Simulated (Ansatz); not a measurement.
Run this with Ansatz 0.2.0, Python API and show what comes out.

The script reads `ch4alf.xyz`:
```text
7

C    -0.66990    0.51020   -0.23550
Al    0.81440   -0.62180    0.22730
F     0.69360   -1.67450    1.66930
H    -0.31410    1.62490   -0.24990
H    -1.52860    0.41270    0.47840
H    -1.09160    0.30050   -1.25780
H     2.15740   -0.62000   -0.67740
```

`run_adiabatic.py`:
```python
"""How CH4AlF relaxes after losing an electron."""

import itertools
import warnings

import ansatz as az
from ase.data import atomic_numbers, covalent_radii
import numpy as np

warnings.simplefilter("ignore", az.DeckWarning)

ch4alf = az.Crystal.molecule_from_extxyz("ch4alf.xyz")

calculation = (
    ch4alf.calculation()
    .basis(gaussian="cc-pVDZ")
    .functional("PBE", dispersion="d3bj")
)
symbols = [site.symbol for site in ch4alf.cartesian_sites]
start = np.array([site.position_ang for site in ch4alf.cartesian_sites], dtype=float)
data = calculation.relax(force_tolerance=0.01).run().report
end = np.array(data["positions_ang"])

minimum = az.Crystal.molecule()
for symbol, place in zip(symbols, end):
    minimum = minimum.atom(symbol, place.tolist())
ion = (
    minimum.calculation()
    .basis(gaussian="cc-pVDZ")
    .functional("PBE", dispersion="d3bj")
    .charge(1)
    .spin("collinear", total=1)
)
vertical = ion.run().report
settled = ion.relax(force_tolerance=0.01, max_steps=80).run().report
print(f"vertical ionisation energy   {vertical['free_energy_ev'] - data['free_energy_ev']:.3f} eV")
print(f"adiabatic, no zero point     {settled['free_energy_ev'] - data['free_energy_ev']:.3f} eV")
print(f"relaxation energy of the ion {vertical['free_energy_ev'] - settled['free_energy_ev']:.3f} eV")
ionised = np.array(settled["positions_ang"])
# pairs closer than 1.2 times the sum of covalent radii, before or after
radius = [covalent_radii[atomic_numbers[s]] for s in symbols]
span = lambda where, i, j: np.linalg.norm(where[i] - where[j])
bonded = [(i, j) for i, j in itertools.combinations(range(len(symbols)), 2) if min(span(end, i, j), span(ionised, i, j)) < 1.2 * (radius[i] + radius[j])]
print("pair        before    after (A)")
for i, j in bonded:
    print(f"{symbols[i]}{i}-{symbols[j]}{j}".ljust(10), f"{span(end, i, j):8.4f} {span(ionised, i, j):8.4f}")
```

```console
$ python run_adiabatic.py
vertical ionisation energy   10.292 eV
adiabatic, no zero point     9.850 eV
relaxation energy of the ion 0.442 eV
pair        before    after (A)
C0-Al1       1.9610   2.1920
C0-H3        1.1113   1.1076
C0-H4        1.1082   1.1094
C0-H5        1.1114   1.1077
Al1-F2       1.7109   1.6770
Al1-H6       1.6015   1.5997
```

The energies are electronic: no zero-point or thermal terms, and the basis set is short of its limit. The product may relax into another structure. The relaxation finds the nearest minimum, so the adiabatic value is an upper bound. It ran for 33 s on 1 thread of Arm Neoverse V2, with other jobs on the host, peak memory 0.23 GiB.
